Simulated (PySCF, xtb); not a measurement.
isobutene (C4H8), SMILES C=C(C)C.

GFN2-xTB in xtb at its own geometry gives an orbital gap of 5.34 eV and a dipole moment of 0.69 D.

Geometry optimised at B3LYP-D3(BJ)/def2-SVP.

Q: What does PBE/def2-TZVP (PySCF) give? (The exact figures need the calculation; the answer reports its results.)

A: gap 5.38 eV (levels -5.92 and -0.54 eV), dipole 0.58 D.
